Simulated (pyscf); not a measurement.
This saddle point was located with ωB97X-D3(BJ)/def2-SVP in PySCF.

```xyz
7

O      0.4563     1.0037    -1.1298
Cr     0.1213     0.2057     0.1401
O      1.3231     0.1293     1.0851
O     -1.3356     0.5291     0.8140
O     -0.7794    -1.4370    -0.2859
H     -1.5343    -0.5509     0.2707
H     -0.8982    -1.5801    -1.2357
```
Charge 0, spin multiplicity 1.

Surface: singlet, charge 0. Lowest wavenumbers (cm⁻¹): 1786i, 154, 252, 335, 393.

Question: Name the species on either side of this saddle.

Answer: O=Cr(=O)=O (SMILES [O]=[Cr](=[O])=[O]) + H₂O (SMILES O) ⇌ O=Cr(=O)(OH)–OH (SMILES [O]=[Cr](=[O])([OH])[OH]), an addition across a multiple bond or ene-type step read from left to right: H–O broken and Cr–O, H–O formed. At ωB97M-D3(BJ)/def2-TZVP it lies -15.8 kcal/mol from the left side and +42.3 kcal/mol from the right (each side as separated species at their lowest minima found). On the reactant side the descent ends in an adduct with a Cr–O contact, 42.0 kcal/mol under the separated species and 25.1 kcal/mol under the saddle at ωB97X-D3(BJ)/def2-TZVP. At ωB97M-D3(BJ) the saddle lies under the separated reactants, which points to a path from their complex (located at ωB97X-D3(BJ) alone). What is counted as formed (Cr–O) is already present as a longer contact in the reactant adduct; forming that adduct is a step of its own. One saddle was located; it need not be the lowest between these sides.
